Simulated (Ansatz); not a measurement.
**Phonon frequency of some solids**

Method: PBE (Ansatz, an electronic-structure program, PAW). References are measured values corrected to a static lattice or taken at low temperature (these still hold zero-point motion). The table is a random draw of 14 from 16 values with such references.

Values in cm⁻¹.

```tsv
solid	reference	PBE	error (%)
zinc-blende GaP (X LA)	255†	241	-5.5
zinc-blende CuI (X TA)	49†	49	0.0
fcc Pt (L L)	195†	185	-5.1
zinc-blende GaP (X LO)	377†	349	-7.4
fcc Pt (X T)	128†	120	-6.2
zinc-blende CuI (X LO)	144†	123	-14.6
fcc Pt (L T)	97†	89	-8.2
zinc-blende GaP (X TO)	366†	341	-6.8
zinc-blende GaP (X TA)	105†	102	-2.9
zinc-blende CuI (L LA)	103†	104	+1.0
zinc-blende CuI (X LA)	124†	119	-4.0
fcc Pt (X L)	193†	180	-6.7
zinc-blende CuI (L LO)	145†	134	-7.6
zinc-blende CuI (L TO)	135†	128	-5.2
```

Over these 14 values the mean error is -5.7 %, the mean absolute error 5.8 % (median 5.9 %), and the worst case zinc-blende CuI (X LO) at -14.6 % (its reference is marked and can be at fault); the value is too low in 12 of 14 cases. Over all 16 the mean error is -6.5 % and the mean absolute error 6.7 % (median 5.8 %).

All these references are low-temperature values that still hold zero-point motion.

Spin–orbit coupling is left out, also for the solids with elements from indium on (zinc-blende CuI, fcc Pt); its size isn't shown.

† marks references with one source in our tables, § those from which another value on file, of any temperature, differs by over 15 %.

Differences are worked out from the printed values.

Each level is taken at its own relaxed cell. Ansatz's density-functional and Hartree–Fock values are scalar-relativistic unless marked +SOC, with PAW data made under PBE.

Ansatz's runs of these crystals have no spin polarisation.

Not in this set, of the solids of all kinds but layered and molecular ones with a reference value in our tables and a result at some level: 98 for a reference of another kind, counted apart (fcc Al, fcc Al, fcc Al, fcc Al, fcc Au and 93 more). These can be a level's worst cases. At least 16 more with a reference value are held back for tests. The metals Ce to Yb are counted apart.

References as tabulated in arXiv:2305.18931; Ioffe Institute, NSM Archive: GaP, mechanic properties page; A. Dal Corso, Phys. Rev. B 76, 054308 (2007).
